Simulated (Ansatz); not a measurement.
# AlH₂S (quartet): from Hartree-Fock to the top rungs, def2-TZVPP

An exercise on one series of results from a longer session: the logs are not shown, and one member is left open.

Computed with Ansatz 0.2.0, Gaussian basis. Level: def2-TZVPP, core rule «outside noble gas», up to 10 orbitals frozen.

The runs, in order: UHF; ROHF; CCSD(T) on UHF.

### What is computed

The geometry is a PBE0/def2-TZVP stationary point (not a proven minimum).

4 atoms, charge 0, spin multiplicity 4.

Atoms are counted from 1 here; the program's logs count them from 0.

Bond lengths: Al1–S2 2.200 Å, Al1–H3 1.767 Å, Al1–H4 1.767 Å. Angles: S2–Al1–H3 67.9°, S2–Al1–H4 67.9°, H3–Al1–H4 135.8°.

Coordinates:

```xyz
4
charge 0, multiplicity 4
Al    0.0000    0.0000    1.1773
S     0.0000    0.0000   -1.0229
H     0.0000    1.6369    0.5124
H     0.0000   -1.6369    0.5124
```

Set-up of the first run:

in.yaml

```yaml
crystal:
  periodic: [false, false, false]
  atoms:
    - {symbol: Al, position_ang: [0.000000, 0.000000, 1.177341]}
    - {symbol: S, position_ang: [0.000000, 0.000000, -1.022903]}
    - {symbol: H, position_ang: [0.000000, 1.636908, 0.512382]}
    - {symbol: H, position_ang: [0.000000, -1.636908, 0.512382]}
basis:
  gaussian: {orbitals: def2-TZVPP}
magnetization: {spin_polarized: true, initial_magnetization: 3}
hamiltonian: {xc: hf}
output: {orbitals: {seedname: orbitals}}
```

Started as:

```
$ ansatz run in.yaml --threads 1 --pin off --events-out ev --progress --plain --max-ram 4096MiB --backend cpu
```

Steps of the session up to this table: UHF; ROHF; CCSD(T) on UHF.

One of the session's tables, all rows but one given; the rest of the session is left out.

```
  method  from UCCSD(T) (kJ/mol)
    ROHF                  +752.4
     UHF                       ?
    UMP2                  +130.5
   UCCSD                   +33.8
UCCSD(T)                       0
```

Q: Estimate the row for UHF from the others.

As computed: from UCCSD(T) (kJ/mol): +710.4. In the column «from UCCSD(T) (kJ/mol)» it lies between UMP2 (+130.5) and ROHF (+752.4).

With the free atoms at the same levels and basis (separate runs), the atomisation energy is 5.062 eV at UCCSD(T), 2.879 eV at ROHF.
